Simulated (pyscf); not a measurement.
This saddle point was located with ωB97X-D3(BJ)/def2-SVP in PySCF.

```
B
N 1 1.3427
H 2 1.0140 1 126.47
H 1 1.2080 2 143.85 3 -0.02
H 1 1.4115 4 154.30 2 -179.73
C 5 1.3012 1 84.12 4 -0.29
H 6 1.0982 5 121.46 1 76.28
H 6 1.0982 7 111.86 5 154.87
H 6 1.1081 7 106.84 8 116.58
```
Charge 0, spin multiplicity 1.

Surface: singlet, charge 0. Lowest wavenumbers (cm⁻¹): 1428i, 200, 298, 518, 532.

Question: Which two sides does it connect, and which bonds change?

Answer: HB=NH + CH₄ ⇌ H₃C–BH–NH₂, an addition across a multiple bond or ene-type step read from left to right: C–H broken and B–C, H–N formed. At CCSD(T)/def2-TZVPP + ΔMP2(QZVPP) it lies +49.4 kcal/mol from the left side and +81.5 kcal/mol from the right (each side as separated species at their lowest minima found). One saddle was located; it need not be the lowest between these sides. The CCSD(T) − MP2 part came from Ansatz, without density fitting, on the same reference.
